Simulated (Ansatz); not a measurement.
# BH4NO: the cost of one run

The runs use Ansatz 0.2.0, Gaussian basis; PBE0-D4/def2-SVP.

16 further runs of the same task are left out: 16 set aside as unsound or not needed.

## Step 1: Where the work starts

The first end: 7 atoms, charge 0, spin multiplicity 1.

Atoms are counted from 1 here; the program's logs count them from 0.

Bond lengths: B1–O2 1.371 Å, B1–N3 1.397 Å, B1–H5 1.202 Å, O2–H6 0.957 Å, N3–H4 1.006 Å, N3–H7 1.003 Å. Angles: O2–B1–N3 118.7°, O2–B1–H5 121.4°, N3–B1–H5 119.9°, B1–O2–H6 112.5°, B1–N3–H4 122.6°, B1–N3–H7 122.7°, H4–N3–H7 114.7°.

As a file:

```xyz
7

B     0.1229    0.1422    0.3400
O     0.2361   -1.1228    0.8566
N    -0.3185    0.2924   -0.9771
H    -0.5566   -0.4908   -1.5616
H     0.3942    1.1132    0.9946
H     0.5449   -1.1225    1.7624
H    -0.4232    1.1882   -1.4149
```

The second end:

```xyz
7
charge 0, multiplicity 1
B     0.00424    0.57132    0.18961
O    -0.13205   -0.99996    0.68044
N    -0.26775    0.52721   -1.09576
H    -0.29442   -1.29901   -0.24361
H     0.30266    1.23553    1.13378
H     0.68951   -1.38946    1.00562
H    -0.30229    1.35427   -1.67008
```

## Step 2: The band at PBE0-D4/def2-SVP

File neb/in.yaml:

```yaml
crystal:
  periodic: [false, false, false]
  atoms:
    - {symbol: B, position_ang: [0.122912, 0.142225, 0.339977]}
    - {symbol: O, position_ang: [0.236135, -1.122784, 0.856626]}
    - {symbol: N, position_ang: [-0.318475, 0.292385, -0.977059]}
    - {symbol: H, position_ang: [-0.556604, -0.490778, -1.561628]}
    - {symbol: H, position_ang: [0.394241, 1.113222, 0.994565]}
    - {symbol: H, position_ang: [0.544851, -1.122543, 1.762438]}
    - {symbol: H, position_ang: [-0.423160, 1.188172, -1.414920]}
basis:
  gaussian: {orbitals: def2-SVP}
hamiltonian: {xc: pbe0, dispersion: d4}
neb:
  images: 5
  climbing: true
  max_iterations: 40
  initial_path: idpp
  final_atoms:
    - {symbol: B, position_ang: [0.004244, 0.571323, 0.189612]}
    - {symbol: O, position_ang: [-0.132048, -0.999963, 0.680438]}
    - {symbol: N, position_ang: [-0.267745, 0.527212, -1.095757]}
    - {symbol: H, position_ang: [-0.294419, -1.299008, -0.243609]}
    - {symbol: H, position_ang: [0.302656, 1.235533, 1.133778]}
    - {symbol: H, position_ang: [0.689507, -1.389464, 1.005616]}
    - {symbol: H, position_ang: [-0.302295, 1.354268, -1.670078]}
```

On the command line:

```sh
$ ansatz run in.yaml --threads 2 --pin off --events-out ev --progress --plain --max-ram 4352MiB
```

**Question.** How long does this run take on 2 threads of Intel Xeon 6975P-C, shared host?

About 32 s.
